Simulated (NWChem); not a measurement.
# methylamine (CH5N); SMILES NC

Problem. Give the equilibrium geometry at PBE0/def2-SVP (NWChem) as a Z-matrix, with the point group.

Solution. point group Cs; any orientation.
```
C
H 1 1.1017
H 1 1.1017 2 106.33
H 1 1.1109 2 107.02 3 -114.13
N 1 1.4464 2 109.84 3 118.80
H 5 1.0177 1 110.59 2 63.08
H 5 1.0177 6 106.10 1 -119.97
```
